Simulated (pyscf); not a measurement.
A first-order saddle from PySCF, ωB97X-D3(BJ)/def2-SVP:

```xyz
12

N     -1.2272    -0.7281     0.1212
Si     0.5211    -0.2455     0.7137
H     -1.1627    -1.1774    -0.7985
H     -1.7544    -1.3828     0.7088
H      0.8100    -1.6661     1.1915
H      0.5459     0.5100     1.9992
H      1.6324    -0.0679    -0.2700
Si    -1.9397     1.0232    -0.0750
H     -0.1757     1.2083     0.0101
H     -3.3730     0.5072    -0.1485
H     -1.8368     1.7253    -1.3891
H     -1.9684     1.8147     1.1875
```

Surface: singlet, charge 0. Lowest wavenumbers (cm⁻¹): 188i, 134, 249, 293, 359.

Task: Which two sides does it connect, and which bonds change?

Result: `[NH2][SiH3]` + `[SiH4]` ⇌ `[NH2][SiH3]` + `[SiH4]`, a four-centre exchange read from left to right: N–Si, H–Si broken and N–Si, H–Si formed. At CCSD(T)/def2-TZVPP + ΔMP2(QZVPP) it lies +124.6 kJ/mol from the left side and +124.6 kJ/mol from the right (each side as separated species at their lowest minima found). One saddle was located; it need not be the lowest between these sides. The CCSD(T) − MP2 part came from Ansatz, without density fitting, on the same reference.
